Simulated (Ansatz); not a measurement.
**Br: from a trial structure to a relaxed crystal**

Level of theory: Ansatz, DFT PBEsol, scalar-relativistic, plane waves, PAW. Cutoff 420 eV, Γ-centred k mesh, Gaussian smearing, no spin polarisation in the final step.

The start puts Br on the dhcp structure type (P6_3/mmc, No. 194), at a guessed volume.

```xyz
4
Lattice="3.6477 0.0000 0.0000 -1.8239 3.1590 0.0000 0.0000 0.0000 11.7646" Properties=species:S:1:pos:R:3 pbc="T T T"
Br    0.0000    0.0000    0.0000
Br    0.0000    0.0000    5.8823
Br    0.0000    2.1060    8.8235
Br    1.8239    1.0530    2.9412
```

Steps on the 6×6×2 mesh (4 atoms). 10 of 10 steps are shown, and the free energy counts from the last. Trial steps that were taken back and renewals of the plane-wave basis can be among the rows.

| step | ΔF (meV/atom) | V (Å³/atom) | P (GPa) |
| --- | --- | --- | --- |
| 1 | 402.5 | 33.89 | -5.27 |
| 2 | 261.6 | 29.51 | -4.74 |
| 3 | 173.0 | 25.85 | -2.46 |
| 4 | 158.6 | 23.15 | 1.73 |
| 5 | 137.2 | 23.72 | 0.61 |
| 6 | 93.7 | 23.30 | 1.98 |
| 7 | 32.9 | 24.63 | 0.76 |
| 8 | 6.4 | 25.01 | 1.76 |
| 9 | -0.4 | 26.12 | 0.15 |
| 10 | 0.0 | 26.12 | 0.15 |

A final relaxation ran on a 15×15×6 mesh. The relaxed crystal, P6_3/mmc (No. 194):

```
Br
1.0
     3.87719    0.00000    0.00000
    -1.93859    3.35774    0.00000
     0.00000    0.00000    8.18428
Br
4
Cartesian
  0.0000 0.0000 0.0000
  0.0000 0.0000 4.0921
  0.0000 2.2385 6.1382
  1.9386 1.1192 2.0461
```

```
Volume per atom                    : 26.64 Å³
Density                            : 4.98 g/cm³
Energy over the standard structure : 0.43 eV/atom
Gap on the 15×15×6 mesh            : 0 eV (a metal)
```

Energies count from the standard state of Br at the same level.

The final run used a 15×15×6 mesh on its 4-atom cell and 0.10 eV smearing. For metals, differences of a few meV/atom aren't resolved.

A structure relaxed within its symmetry needn't be a true minimum.